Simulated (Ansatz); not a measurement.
# AlCN (triplet): wave-function methods side by side, def2-QZVPP

An exercise on one series of results from a longer session: the logs are not shown, and one member is left open.

The runs use Ansatz 0.2.0, Gaussian basis; def2-QZVPP, core rule «outside noble gas», up to 7 orbitals frozen.

The runs, in order: UHF; ROHF; CCSD(T) on UHF.

2 further runs of the same task are left out: 2 set aside as unsound or not needed.

**The geometry**

The geometry is a PBE0/def2-TZVP stationary point (not a proven minimum) of the parent state, kept for this charge and spin.

3 atoms, charge 0, spin multiplicity 3.

Atoms are counted from 1 here; the program's logs count them from 0.

Bond lengths: Al1–C2 2.025 Å, C2–N3 1.157 Å. Angles: Al1–C2–N3 180.0°.

Coordinates:

```xyz
3
CAlN
Al    0.00000    0.00000    1.73590
C     0.00000    0.00000   -0.28940
N     0.00000    0.00000   -1.44650
```

The first run:

File in.yaml:

```yaml
crystal:
  periodic: [false, false, false]
  atoms:
    - {symbol: Al, position_ang: [0.000000, 0.000000, 1.735900]}
    - {symbol: C, position_ang: [0.000000, 0.000000, -0.289400]}
    - {symbol: N, position_ang: [0.000000, 0.000000, -1.446500]}
basis:
  gaussian: {orbitals: "def2-QZVPP.json"}
magnetization: {spin_polarized: true, initial_magnetization: 2}
hamiltonian: {xc: hf}
output: {orbitals: {seedname: orbitals}}
```

Command:

```console
ansatz run in.yaml --threads 1 --pin off --events-out ev --progress --plain --max-ram 2393MiB
```

Among the steps run: UHF; ROHF; CCSD(T) on UHF.

One of the session's tables, all rows but one given; the rest of the session is left out.

```
  method  from UCCSD(T) (meV)
    ROHF             +11110.8
     UHF                    ?
    UMP2               +667.4
   UCCSD               +613.9
UCCSD(T)                    0
```

Estimate the missing values for UHF.

**Answer.** from UCCSD(T) (meV): +11086.6. In the column «from UCCSD(T) (meV)» it lies between UMP2 (+667.4) and ROHF (+11110.8).
